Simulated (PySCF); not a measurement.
Gas-phase XPS of `S=P([S-])([S-])[S-]`, computed

PS₄ (charge -3).
Numbering: `[S:1]=[P:2]([S-:3])([S-:4])[S-:5]`

Structure used (PBE0-D3(BJ)/def2-SVP), in Å, numbered top down from 1:
```
atom  x, y, z in Å
S1     0.0901   -0.2886    2.1381
P2     0.0313    0.0601    0.0658
S3    -0.1869    2.1206   -0.2906
S4     1.8171   -0.6218   -0.8088
S5    -1.5984   -0.9673   -0.7760
```

Method: delta-SCF UKS SCAN, pcX-2 on the ionised atom, pcseg-1 elsewhere, spin-free X2C in PySCF 2.14.0. These are vertical core ionisation energies against the vacuum level, from separate self-consistent calculations with and without the core hole.

What binding energy does each computed site have?

```
    atom(s)  bonded to    level  binding energy (eV)  2p1/2 (eV)  count
S1/S3/S4/S5          P     S 1s              2461.68           –      4
         P2        4 S     P 1s              2138.87           –      1
         P2        4 S  P 2p3/2               124.80      125.69      1
```

Express the binding energy of P 1s of P2 in atomic units and per mole.

2138.87 eV = 78.6020 Eh = 206370 kJ/mol.

The first atom of each set that the bonding makes equivalent was ionised and stands for the set. Not every level is listed. For 2p shells one spin-free hole was relaxed; a mean-field spin–orbit operator and the ground-state splitting of the three 2p orbitals were then diagonalised within the shell. The shell's mean is (2 × 2p3/2 + 2p1/2)/3, and the degeneracies 2j + 1 give areas of 2:1. 2p1/2 minus 2p3/2 (ligand field included): P 0.89 eV. The species carries charge -3, so core ionisation leaves charge -2. The basis sets have no added diffuse functions. Whether so highly charged an anion holds all its electrons in the gas phase wasn't checked; a finite basis holds them in any case. The ion is multiply charged and computed without counter-ions or solvent.
